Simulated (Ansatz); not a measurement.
# SiGeH (H-bridged), doublet: reading a ladder of total energies

Geometry: a PBE0/def2-TZVP stationary point for this spin, not checked as a minimum.

```json
{"atom": "Si", "x (Å)": "0.0000", "y (Å)": "-0.0368", "z (Å)": "1.6490"}
{"atom": "Ge", "x (Å)": "0.0000", "y (Å)": "-0.0037", "z (Å)": "-0.6463"}
{"atom": "H", "x (Å)": "0.0000", "y (Å)": "1.2915", "z (Å)": "0.6314"}
```

Basis cc-pVDZ; Ansatz 0.2.0. Only valence electrons are correlated (noble-gas cores and the filled d shells of p-block atoms frozen), which leaves 9 electrons in 31 orbitals. R marks a restricted (for open shells ROHF) determinant, U an unrestricted one. No spin–orbit coupling is included, and no scalar relativity.

Full CI isn't at hand for all of this; UCCSDT(Q) serves as the reference, and is uncertain by about the last step of the cluster series.

Runs differ by some tens of microhartree through their thresholds and, for an open shell, their frozen cores, so steps under 0.03 kcal/mol mean nothing.

| level | total energy (hartree) |
| --- | --- |
| UHF | -2364.768426 |
| UMP2 | -2364.918927 |
| UCCSD | -2364.951041 |
| UCCSD(T) | -2364.959138 |
| UCCSDT | -2364.960524 |
| UCCSDT(Q) | -2364.961138 |

Task: What is the correlation energy at UCCSDT(Q), and what share of it do UMP2 and UCCSD recover?

Result: E(corr) = -2364.961138 − (-2364.768426) = -0.192712 hartree = -5.244 eV. UMP2: -0.150501 / -0.192712 = 78.10 %. UCCSD: -0.182615 / -0.192712 = 94.76 %.

Task: By how many kcal/mol does UCCSD(T) miss UCCSDT(Q) (1 hartree = 627.509 kcal/mol), and which steps make up the rest?

Result: -2364.959138 − (-2364.961138) = 0.002000 hartree = 1.26 kcal/mol. Steps: UCCSDT − UCCSD(T) = -0.87, UCCSDT(Q) − UCCSDT = -0.39 kcal/mol. Differences between like states or geometries often cancel part of this.
